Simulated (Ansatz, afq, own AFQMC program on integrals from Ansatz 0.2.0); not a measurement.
AFQMC on a folder of integrals that Ansatz 0.2.0 wrote.

```yaml
crystal:
  periodic: [false, false, false]
  atoms:
    - {symbol: O, position_ang: [0.000000, 0.001105, 0.695061]}
    - {symbol: C, position_ang: [0.000000, 0.009438, -0.660775]}
    - {symbol: H, position_ang: [0.868643, -0.569422, -1.021453]}
    - {symbol: H, position_ang: [0.000000, 1.008845, -1.116196]}
    - {symbol: H, position_ang: [-0.868643, -0.569422, -1.021453]}
basis:
  gaussian: {orbitals: cc-pVQZ}
magnetization: {spin_polarized: true, initial_magnetization: 1}
correlation: {method: ccsd_t, electrons: outside_noble_gas, hamiltonian_folder: ham}
```

```sh
$ ansatz run in.yaml --threads 1 --pin off --events-out ev --progress --plain --max-ram 24576MiB --backend cuda --devices 0, --max-vram 18GiB
```

afq runs on the folder ham with

```
--method phaseless --trial cisd --walkers 200 --populations 10 --least-time 60 --time-step 0.005 --steps-per-block 50 --equilibration-blocks 28 --max-blocks 4000 --target-error 0.00021 --factor-cut 1e-05 --start spin_pure --seed 2683 --release-times 0.24,0.51,0.99,1.62,2.4 --release-step 0.03 --release-every 3 --taylor-order 6
```

Times are imaginary, in 1/Eh. The walk had a cap of 711 s. With eight or more populations the least sampling time is a fifth of least-time, and the error comes from their spread.

afq prints:

```
orbitals 198  electrons 7 6  factors 1174 of 1174
reference energy -114.47420373 Eh
CCSD correlation -0.42111871 Eh in 12 cycles, weight of the determinant in the CISD state 0.8856
energy of the start -114.894885 Eh
 block  time / (1/Eh)  mean weight  energy / Eh
     1     0.250  1.0003  -114.894183
     2     0.500  0.9985  -114.901071
     3     0.750  0.9991  -114.904195
     4     1.000  0.9972  -114.905826
     5     1.250  1.0028  -114.912988
    10     2.500  1.0007  -114.912141
   111    27.750  1.0023  -114.912145
   221    55.250  1.0020  -114.906512
   331    82.750  0.9971  -114.912848
   441   110.250  0.9963  -114.909000
   529   132.250  0.9994  -114.904089
   551   137.750  1.0034  -114.913822
   617   154.250  0.9993  -114.915039
   661   165.250  0.9997  -114.907815
   771   192.750  0.9992  -114.909638
   881   220.250  1.0012  -114.911648
   903   225.750  1.0005  -114.909017
error from the spread of 10 populations
released: time / (1/Eh)  energy / Eh  error  mean overlap
  0.24  -114.910480  0.000117  0.9878
  0.51  -114.910684  0.000129  0.9748
  0.99  -114.911178  0.000228  0.9543
  1.62  -114.910632  0.000328  0.9383
  2.40  -114.910659  0.000480  0.9342
energy -114.910282 +/- 0.000216 Eh
(rows thinned)
```

The run passed its tests (sampling time, drift between the halves within three errors, error under three times the target), which doesn't prove that it has relaxed, ending at its cap on processor time.

Against this walk (error 5.9 meV) on the same determinant: CCSD(T) 14.3 meV higher. The error is statistical and leaves out the bias of the constraint. Released to 1.62 1/Eh the energy moves by -10 ± 11 meV (both errors), within twice the noise.

Cautions: constraint bias not in the error; so few walkers bias the energy.

The walk took 12 min on 1 × NVIDIA H100 80GB HBM3 with 2 threads of AMD EPYC 7R13 Processor (Zen 3), with other jobs on the host (the card was shared). The log's last line is the phaseless energy.

A walk keeps the symmetry of its determinant, which the program's search chose and which needn't be the lowest solution, so a lower state of the same spin and another symmetry isn't excluded.
